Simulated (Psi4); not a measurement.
**A ladder of methods for CH4S (methanethiol)**

CH4S has 6 atoms, charge 0, and is taken as a singlet. SMILES: `CS`. The shape was relaxed beforehand at PBE0/def2-TZVP.

| atom | x (Å) | y (Å) | z (Å) |
| --- | --- | --- | --- |
| C | -0.1573 | -0.2626 | -0.4004 |
| S | 0.5207 | 0.0416 | 1.2459 |
| H | -1.1963 | 0.0570 | -0.4699 |
| H | -0.1150 | -1.3412 | -0.5515 |
| H | 0.4392 | 0.2198 | -1.1736 |
| H | 0.3844 | 1.3765 | 1.2380 |

Each level gives the HOMO–LUMO gap (eV). The values are calculated.

```csv
level,kind,program,value (eV)
PBE-D4/def2-TZVPP (density fitting),GGA,Psi4,5.11
r2SCAN-D4/def2-TZVPP (density fitting),meta-GGA,Psi4,5.80
B3LYP-D4/def2-TZVPP (density fitting),global hybrid,Psi4,6.75
PBE0-D4/def2-TZVPP (density fitting),global hybrid,Psi4,7.30
wB97M-V/def2-TZVPP (density fitting),range-separated hybrid,Psi4,11.29
```

The values span 5.11 to 11.29 eV. Orbital gaps aren't excitation energies; they tend to grow with the share of exact exchange.
